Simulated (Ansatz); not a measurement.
Species: AlCl₃, charge 0, singlet. AlCl3 (SMILES [Cl][Al]([Cl])[Cl]).
B3LYP-D3(BJ)/def2-TZVP minimum from Ansatz (a quantum-chemistry and plane-wave program):
```
Al
Cl 1 2.0764
Cl 1 2.0764 2 120.00
Cl 1 2.0764 2 120.00 3 -180.00
```

Hartree-Fock and CCSD correlation energies in hartree (Ansatz). Open shells are spin-unrestricted; no spin-orbit coupling. Cores are frozen in correlated methods. No relativity.

```
basis        X        E(HF)  E(corr, CCSD)
-----------  -  -----------  -------------
cc-pV(T+d)Z  3  -1620.72367       -0.67483
cc-pV(Q+d)Z  4  -1620.73709       -0.73589
cc-pV(5+d)Z  5  -1620.73935       withheld
```

### Question
Fit E(corr) = E∞ + A/X³ to X = 3 and 4, predict X = 5, and compare with the run.

### Answer
A = (-0.67483 - (-0.73589))/(1/27 - 1/64) = 2.8517; E∞ = -0.73589 - A/64 = -0.78045; at X = 5, E∞ + A/125 = -0.75763. The run gave -0.75589, 1.74 mEh above the prediction. The same form on X = 4 and 5 gives E∞ = -0.77687, 3.57 mEh above the first estimate.
